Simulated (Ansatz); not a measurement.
Write a Python script for Ansatz's Python interface that makes a composite energy at a relaxed geometry of AlBH₄S, SMILES B[S][AlH2]. Use (for the species named): PBE0, def2-SVP basis, multiplicity 1.

```xyz
7

B    -1.3825    0.2425   -0.4571
S     0.1818    0.6664   -1.3536
Al    1.3778   -0.2304    0.3147
H    -1.9018   -0.7333   -0.6577
H    -1.8998    1.0727    0.2519
H     1.7792   -1.7696    0.3009
H     1.9065    0.6837    1.5554
```

`composite_albh4s.py`
```python
'''Relax AlBH4S cheaply, then refine its energy.'''

from dataclasses import dataclass

import ansatz as az
from ase import Atoms
import numpy as np


@dataclass
class RunConfig:
    basis_set: str = 'def2-SVP'
    xc: str = 'pbe0'


cfg = RunConfig()

atoms = Atoms(['B', 'S', 'Al', 'H', 'H', 'H', 'H'], positions=[
    (-1.3825, 0.2425, -0.4571),
    (0.1818, 0.6664, -1.3536),
    (1.3778, -0.2304, 0.3147),
    (-1.9018, -0.7333, -0.6577),
    (-1.8998, 1.0727, 0.2519),
    (1.7792, -1.7696, 0.3009),
    (1.9065, 0.6837, 1.5554),
])
molecule = az.Crystal.molecule_from_ase(atoms)

calc = (
    molecule.calculation()
    .basis(gaussian=cfg.basis_set)
    .functional(cfg.xc)
    .accuracy('medium')
)
symbols = [site.symbol for site in molecule.cartesian_sites]
start = np.array([site.position_ang for site in molecule.cartesian_sites], dtype=float)
rep = calc.relax(force_tolerance=0.01).run(threads=1).report
end = np.array(rep['positions_ang'])
print('final positions (A) and the move of each atom')
for symbol, xyz, old in zip(symbols, end, start):
    print(f'{symbol:2s} {xyz[0]:10.5f} {xyz[1]:10.5f} {xyz[2]:10.5f}   {np.linalg.norm(xyz - old):7.4f}')

minimum = az.Crystal.molecule()
for symbol, place in zip(symbols, end):
    minimum = minimum.atom(symbol, place.tolist())
at_minimum = minimum.calculation()
# MP2 extrapolated to the basis limit, plus the small-basis difference CCSD(T) - MP2
level = lambda method, basis: at_minimum.basis(gaussian=basis).correlation(method).run(threads=1).report
small, large, cluster = level('mp2', 'cc-pVDZ'), level('mp2', 'cc-pVTZ'), level('ccsd_t', 'cc-pVDZ')
corr = lambda each: (each['free_energy_ev'] - each['reference_energy_ev']) / 27.211386246
mp2_limit = (27 * corr(large) - 8 * corr(small)) / 19
pieces = {'HF / cc-pVTZ': large['reference_energy_ev'] / 27.211386246, 'MP2 correlation, DZ-TZ limit': mp2_limit, 'CCSD(T) - MP2 / cc-pVDZ': corr(cluster) - corr(small)}
for name, value in pieces.items():
    print(f'{name:32s} {value:14.6f} Ha')
print(f'{"sum":32s} {sum(pieces.values()):14.6f} Ha')
print('T1 diagnostic', round(cluster['correlation']['coupled_cluster']['t1_diagnostic'], 4))
```

```console
$ python composite_albh4s.py
final positions (A) and the move of each atom
B    -1.44228    0.27144   -0.50493    0.0818
S    -0.05329    1.32731   -0.09407    1.4417
Al    1.45094   -0.19282    0.48390    0.1881
H    -1.37238   -0.93086   -0.42217    0.6122
H    -2.45283    0.81952   -0.86858    1.2749
H     1.06761   -1.72634    0.42522    0.7237
H     2.86344    0.36375    0.93514    1.1844
HF / cc-pVTZ                        -666.538151 Ha
MP2 correlation, DZ-TZ limit          -0.390247 Ha
CCSD(T) - MP2 / cc-pVDZ               -0.053968 Ha
sum                                 -666.982367 Ha
T1 diagnostic 0.0148
```

These settings explore the input space; basis and method may be short of convergence. The sum leaves out core correlation, relativity, the Hartree-Fock basis error and zero-point energy; a DZ-TZ extrapolation is rough. Inner cores stay frozen, so this is valence correlation. For Al to Cl the sets with a tight d function, cc-pV(X+d)Z, are usual. An extrapolation from small basis sets is rough. Hardware and time: 52 s on 1 thread of Arm Neoverse V1 (shared host), peak memory 0.32 GiB.
